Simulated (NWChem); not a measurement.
System: difluoromethane (CH₂F₂); SMILES FCF

NWChem input:

```
start job
memory heap 200 mb stack 900 mb global 1100 mb
geometry units angstroms noautoz
  F      1.095795     0.000000    -0.289454
  C      0.000000     0.000000     0.488708
  F     -1.095795     0.000000    -0.289454
  H      0.000000     0.913695     1.109296
  H      0.000000    -0.913695     1.109296
end
basis spherical
  * library def2-svp
end
dft
  xc b3lyp
  iterations 150
  mulliken
end
task dft energy
```

All runs use the structure optimised with PBE0/def2-SVP.

Give the results of this calculation. (B3LYP/def2-SVP.) Quantities: basis functions; energy (Ha); highest occupied level (eV); orbital gap (eV); dipole (D).

The number of basis functions comes out as 52 and the energy (Ha) is -238.80. The highest occupied level (eV) is -9.27 and the orbital gap (eV) comes out as 11.16. The dipole (D) is 1.75.
